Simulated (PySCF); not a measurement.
**AlH4S−, a complex of two parts: interaction energy**

One table from this session's results is given with a row withheld; the runs are named, their logs left out.

Computed with PySCF 2.14.0; each step states its level. No surroundings beyond the atoms listed, unless a continuum is named. Atoms count from 0, parts from 1.

### Starting point

6 atoms, charge -1, multiplicity 1; geometry: GFN1-xTB. Parts: 1 = atoms 0–3, `[AlH3]`, charge 0; 2 = atoms 4–5, `[SH-]`, charge -1.

The first run:

Job settings and geometry (Å):

```
{"job": {"xc": "PBE0", "basis": "def2-SVPD", "d3": "d3bj", "grid": 2, "kind": "geom", "shake": 0.01}, "charge": -1, "multiplicity": 1, "parts": [{"atoms": "0-3", "charge": 0, "multiplicity": 1}, {"atoms": "4-5", "charge": -1, "multiplicity": 1}]}
Al     0.280375     0.076356     0.253170
H      1.201434     0.394271    -1.018352
H     -1.004053     1.117761     0.185143
H     -0.250947    -1.399495     0.160351
S      1.379125     0.285515     2.156067
H      1.710474     1.579303     2.020611
```

The run is started by

```bash
OMP_NUM_THREADS=1 python cluster_run.py task.json out
```

This one command runs all jobs of the session in turn.

Among the steps run: Optimising the geometry at PBE0-D3(BJ)/def2-SVPD; Coupled-cluster interaction energy: CCSD(T) and MP2.

One table of the session follows, with a row left open; its other results are not shown here.

It belongs to the step «Coupled-cluster interaction energy: CCSD(T) and MP2». 

| method | interaction energy (kcal/mol) |
| --- | --- |
| HF/aug-cc-pVDZ | -64.11 |
| MP2/aug-cc-pVDZ | -65.21 |
| CCSD/aug-cc-pVDZ | -64.27 |
| CCSD(T)/aug-cc-pVDZ | -64.37 |
| HF/aug-cc-pVTZ | -66.67 |
| MP2/aug-cc-pVTZ | -69.52 |
| SCS-MP2/aug-cc-pVTZ | -68.13 |
| MP2, extrapolated | -70.25 |
| CCSD(T), limit estimate | ? |

Estimate the missing values for CCSD(T), limit estimate.

As computed: interaction energy (kcal/mol): -69.41. In the column «interaction energy (kcal/mol)» it lies between MP2/aug-cc-pVTZ (-69.52) and SCS-MP2/aug-cc-pVTZ (-68.13).

To keep in mind: The interaction energy leaves out the deformation of the parts, 15.09 kcal/mol at MP2. So large a deformation means that a part is far from its own minimum, so a sum across the two methods would be rough.
